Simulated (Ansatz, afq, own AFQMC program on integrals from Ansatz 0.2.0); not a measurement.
**BHO, singlet in cc-pVDZ, levels against CCSDT(Q)**

```xyz
3

B     0.0000    0.0000    1.1655
O     0.0000    0.0000   -0.1066
H     0.0000    0.0000   -1.0588
```

Connectivity, by distances: B–OH.

Basis cc-pVDZ. Only valence electrons are correlated. Integrals, coupled cluster, full CI and functionals: Ansatz 0.2.0; the random walks run on the same integrals in our own AFQMC program. ph-AFQMC/CISD is guided by a CISD state made of CCSD amplitudes; releasing the constraint for a short imaginary time cuts its bias at the price of noise, slowly where states lie close. Free AFQMC starts from the CCSD state and is never constrained. Its projection time is finite, and what remains of the start isn't in its error. ± is one standard error of the sampling.

Determinant: RHF, the one that the program's search chose, which needn't be the lowest solution. The geometry is a point of a scan.

No full CI on the walks' own integrals is used here; CCSDT(Q) serves as the reference and is uncertain by about the last step of the cluster series.

The T1 diagnostic is 0.0173. The weight of the determinant in the CISD state is 0.896 and the size of the correlated space is 10 electrons in 31 orbitals.

Reference: CCSDT(Q), correlation energy -7.539 eV. The released energy is read at 2.40 1/Eh (meV from the phaseless value at times in 1/Eh: 5 ± 13 at 0.24, 4 ± 11 at 0.51, 11 ± 14 at 0.99, 3 ± 13 at 1.62, -25 ± 15 at 2.40).

| level | E − E(reference) (mEh) | share of correlation (%) |
| --- | --- | --- |
| HF | 277.04 | 0.00 |
| MP2 | 26.80 | 90.33 |
| CCSD | 8.52 | 96.92 |
| CCSD(T) | 1.25 | 99.55 |
| CCSDT | 0.75 | 99.73 |
| ph-AFQMC/HF | -0.61 ± 2.18 | 100.22 |
| ph-AFQMC/CISD | 0.12 ± 0.37 | 99.96 |
| released AFQMC | -0.81 ± 0.56 | 100.29 |
| free AFQMC | 0.69 ± 0.47 | 99.75 |

Free projections are given only where their last times agree within the noise and don't stop above the reference; a slow remainder of the start can still hide under it. A walk keeps the symmetry of its determinant, which the program's search chose and which needn't be the lowest solution, so a lower state of the same spin and another symmetry isn't excluded. Released energies are given only where the last usable release times agree within the noise; a slower fall can still hide under it.
